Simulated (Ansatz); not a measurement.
Two shapes of singlet CH3NO.

Shape 1:

```xyz
6

C     0.0000   -0.4117   -0.0523
O     0.0000   -0.3905    1.1538
N     0.0000    0.6799   -0.8543
H     0.0000   -1.3629   -0.6417
H     0.0000    0.5969   -1.8606
H     0.0000    1.6013   -0.4339
```

Shape 2:

```xyz
6

C    -0.0267   -0.4249   -0.0925
O    -0.0146   -0.4268    1.1850
N     0.0484    0.6680   -0.8578
H     0.0499   -1.3602   -0.6420
H    -0.0239    0.5722   -1.8969
H    -0.0421    1.6132   -0.4096
```

Basis set: def2-TZVP (spherical functions). Correlated methods keep 3 orbitals frozen. Charge 0, multiplicity 1.

Computed with Ansatz (development build ahead of 0.2.0); each method stands on the lowest determinant of its kind that the runs found.

Q: Which shape is lower in energy, and by how much in each method?

A:

```csv
method,E(2) − E(1) (eV)
RHF,0.433
RHF-MP2,0.223
```

Shape 1 is lower.
